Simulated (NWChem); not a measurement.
**PBE0/def2-SVP (density fitting) run of CH5Al (SMILES [CH3][AlH2])**

Aim: the vertical ionisation energy of CH5Al at PBE0/def2-SVP (density fitting), from 2 runs. 

Program for the calculation: NWChem 7.3.0.

2 further runs of the same task are left out: 2 set aside as unsound or not needed.

## (1) The molecule

The species is CH5Al (7 atoms), meant as a singlet with charge 0. As SMILES, `[CH3][AlH2]`. Geometry: relaxed at PBE0-D4/def2-TZVP.

Bond lengths: C1–Al2 1.950 Å, C1–H3 1.093 Å, C1–H4 1.097 Å, C1–H5 1.093 Å, Al2–H6 1.590 Å, Al2–H7 1.590 Å. Angles: C1–Al2–H6 120.6°, C1–Al2–H7 120.6°, Al2–C1–H3 112.6°, Al2–C1–H4 109.5°, Al2–C1–H5 112.5°, H6–Al2–H7 118.8°, H3–C1–H4 106.7°, H3–C1–H5 108.6°, H4–C1–H5 106.6°.

## (2) A single-point energy at PBE0/def2-SVP (density fitting)

Contents of ch5al.nw:

```
start ch5al
title "CH5Al"
memory stack 880 mb heap 220 mb global 1100 mb

geometry units angstrom noautosym nocenter noautoz
 C       -0.448500      -0.695600      -0.355500
 Al       0.562900       0.778300       0.424700
 H       -1.063100      -1.219600       0.380800
 H       -1.134400      -0.306400      -1.118200
 H        0.193400      -1.425500      -0.855600
 H        0.016000       1.549300       1.703400
 H        1.934800       1.251600      -0.225400
end

basis spherical bse
 C library def2-SVP
 Al library def2-SVP
 H library def2-SVP
end

basis "cd basis" spherical
 C library "dgauss a1 dft coulomb fitting"
 Al library "dgauss a1 dft coulomb fitting"
 H library "dgauss a1 dft coulomb fitting"
end

dft
 xc pbe0
 grid fine
 convergence energy 1e-08
 iterations 100
 mulliken
 noprint "final vectors analysis"
end

task dft energy
```

The run is started by

```bash
$ nwchem ch5al.nw > ch5al.out
```

The log of the run:

```text
[...]
          Wavefunction type:  closed shell.
          No. of atoms     :     7
          No. of electrons :    24
[...]
          Charge           :     0
          Spin multiplicity:     1
[...]
          AO basis - number of functions:    57
[...]
              XC Information
              --------------
                         PBE0 Method XC Functional
                     Hartree-Fock (Exact) Exchange  0.250
          PerdewBurkeErnzerhof Exchange Functional  0.750
            Perdew 1991 LDA Correlation Functional  1.000 local
           PerdewBurkeErnz. Correlation Functional  1.000 non-local
[...]
 d= 0,ls=0.0,diis     1   -283.2592795972 -3.34D+02  8.25D-03  1.53D-01     0.6
[...]
 d= 0,ls=0.0,diis     7   -283.2818894372 -7.92D-09  3.39D-07  5.85D-10     3.2
         Total DFT energy =     -283.281889437161
      One electron energy =     -491.762015507103
           Coulomb energy =      183.621912862662
    Exchange-Corr. energy =      -25.760242185801
 Nuclear repulsion energy =       50.618455393081
[...]
      Total Density - Mulliken Population Analysis
     ---------------------------------------------
    Atom       Charge   Shell Charges
 -----------   ------   -------------------------------------------------------
    1 C    6     6.38   1.99  0.86  0.30  2.10  1.12  0.02
    2 Al  13    12.44   2.00  1.99  0.95  0.13  5.92  0.85  0.45  0.14
    3 H    1     0.94   0.73  0.18  0.03
    4 H    1     0.95   0.73  0.19  0.03
    5 H    1     0.94   0.73  0.18  0.03
    6 H    1     1.17   0.72  0.45  0.01
    7 H    1     1.17   0.72  0.45  0.01
[...]
```

It took 3.9 s on 1 thread of Intel Xeon 6975P-C (Granite Rapids), shared host; peak memory 0.11 GiB.

## (3) The doublet cation, same level

Contents of ch5al.xyz:

```xyz
7

C     -0.448500    -0.695600    -0.355500
Al     0.562900     0.778300     0.424700
H     -1.063100    -1.219600     0.380800
H     -1.134400    -0.306400    -1.118200
H      0.193400    -1.425500    -0.855600
H      0.016000     1.549300     1.703400
H      1.934800     1.251600    -0.225400
```

Contents of ch5al.nw:

```
start ch5al
memory 2200 mb
charge 1
geometry units angstrom noautosym nocenter noautoz
  load format xyz ch5al.xyz
end
basis spherical bse
  C library def2-SVP
  Al library def2-SVP
  H library def2-SVP
end
basis "cd basis" spherical
  C library "dgauss a1 dft coulomb fitting"
  Al library "dgauss a1 dft coulomb fitting"
  H library "dgauss a1 dft coulomb fitting"
end
dft
  xc pbe0
  mult 2
  grid fine
  convergence energy 1e-08
  maxiter 100
  mulliken
  noprint "final vectors analysis"
end
task dft energy
```

The run is started by

```bash
$ nwchem ch5al.nw > ch5al.out
```

The log of the run:

```text
[...]
          Wavefunction type:  spin polarized.
          No. of atoms     :     7
          No. of electrons :    23
[...]
          Charge           :     1
          Spin multiplicity:     2
[...]
          AO basis - number of functions:    57
[...]
              XC Information
              --------------
                         PBE0 Method XC Functional
                     Hartree-Fock (Exact) Exchange  0.250
          PerdewBurkeErnzerhof Exchange Functional  0.750
            Perdew 1991 LDA Correlation Functional  1.000 local
           PerdewBurkeErnz. Correlation Functional  1.000 non-local
[...]
 d= 0,ls=0.0,diis     1   -282.7478417992 -3.33D+02  1.27D-02  2.87D-01     0.9
[...]
 d= 0,ls=0.5,diis    82   -282.8872032033  9.18D-09  6.32D-07  1.15D-06    56.8
[...]
         Total DFT energy =     -282.887203241822
      One electron energy =     -485.627281772084
           Coulomb energy =      177.570563869183
    Exchange-Corr. energy =      -25.448940732001
 Nuclear repulsion energy =       50.618455393081
[...]
      Total Density - Mulliken Population Analysis
     ---------------------------------------------
    Atom       Charge   Shell Charges
 -----------   ------   -------------------------------------------------------
    1 C    6     6.38   1.99  0.87  0.30  2.09  1.11  0.02
    2 Al  13    12.21   2.00  1.99  1.10  0.01  5.92  0.79  0.27  0.13
    3 H    1     0.87   0.71  0.13  0.03
    4 H    1     0.88   0.71  0.14  0.03
    5 H    1     0.87   0.71  0.13  0.03
    6 H    1     0.89   0.63  0.25  0.01
    7 H    1     0.90   0.63  0.25  0.01
[...]
      <S2> =      0.7685 (Exact =     0.7500)
[...]
```

Run time: 58 s. Hardware: 1 thread of Intel Xeon 6975P-C (Granite Rapids), shared host; peak memory 0.11 GiB.

## (4) What came out

At PBE0/def2-SVP (density fitting):

| quantity | value |
| --- | --- |
| singlet CH5Al: total energy | -283.28189 Eh |
| singlet CH5Al: dipole moment | 0.76 D |
| doublet cation: total energy | -282.88720 Eh |
| doublet cation: ⟨S²⟩ | 0.768 |
| vertical ionisation energy (to the doublet cation) | 10.740 eV |

The vertical ionisation energy comes to 10.74 eV (1036 kJ/mol). Mulliken charges (singlet CH5Al) run from -0.38 on C1 to +0.56 on Al2.
